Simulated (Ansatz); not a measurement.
All numbers were calculated with Ansatz.

A structure relaxed at PBE0-D4/def2-TZVP, charge 0, multiplicity 3:

```xyz
3

C     0.177    0.163   -0.136
H    -0.099   -0.712   -0.704
H    -0.077    0.549    0.839
```

(1) Give its formula and SMILES.

(2) Point group (tolerance 0.08 Å, 0.16 Å for H)?

(3) Summarise the bond lengths by kind.

## Answers

(1) CH2, `[CH2]`.

(2) C2v.

(3) 2 × C–H 1.079 Å.
